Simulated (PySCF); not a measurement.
**Static response to an electric field**

Species: sulfonium, H₃S (charge +1).
Cartesian coordinates in Å at the GFN2-xTB level; atoms count from 1:
```
atom  x, y, z in Å
S1    -0.0014    0.0040    0.5415
H2    -0.5547    0.9975   -0.1963
H3     1.1461   -0.0162   -0.1797
H4    -0.5798   -0.9805   -0.1884
```

Level: B3LYP/def2-SVPD (PySCF), static field, nuclei fixed, core orbitals frozen in the response. The polarisability tensor in these axes (au):

```
x   18.04 -0.01  0.01
y   -0.01 18.04  0.00
z    0.01  0.00 16.94
```

Problem. Diagonalise the tensor; give its mean and Δα, where Δα² is half the sum of the squared differences of the eigenvalues.

Solution. Principal values 16.94, 18.03 and 18.05 au; mean 17.67 au = 2.62 Å³ = 2.91 × 10⁻⁴⁰ C²·m²/J; Δα = 1.10 au (6 % of the mean).

Problem. Rayleigh depolarisation ratio (linearly polarised light, static tensor)?

Solution. ρ = 3Δα²/(45ᾱ² + 4Δα²) = 3.6/(14052 + 4.9) ≈ 0.000259.

Problem. Give the eigenvalues of the traceless quadrupole moment Θ = ½Σq(3rr − r²1), origin at the centre of nuclear charge.

Solution. -1.97, 0.98, 0.99 D·Å. The values depend on the origin, since the species is charged. The electronic extent ⟨r²⟩ about the same centre is 42 bohr², a root-mean-square distance of 0.81 Å for the 18 electrons.

Problem. In TDDFT the mean static polarisability is Σ f/ω² over all singlet excitations (ω in hartree). How much of it do the 8 lowest give? Their energies (eV) and oscillator strengths: 9.69, 0.0508; 9.70, 0.0511; 10.31, 0.0892; 11.68, 0.0000; 12.54, 0.0108; 12.54, 0.0116; 12.89, 0.0227; 13.11, 0.0901.

Solution. They add up to 2.02 au, 11.4 % of the 17.67 au; the largest single term is 0.62 au, from the state at 10.31 eV. Terms in order: 0.40, 0.40, 0.62, 0.00, 0.05, 0.05, 0.10, 0.39 au. Higher excitations give the rest. The strengths listed sum to 0.326.

Geometry: GFN2-xTB; no solvent, vibrations or thermal averaging.
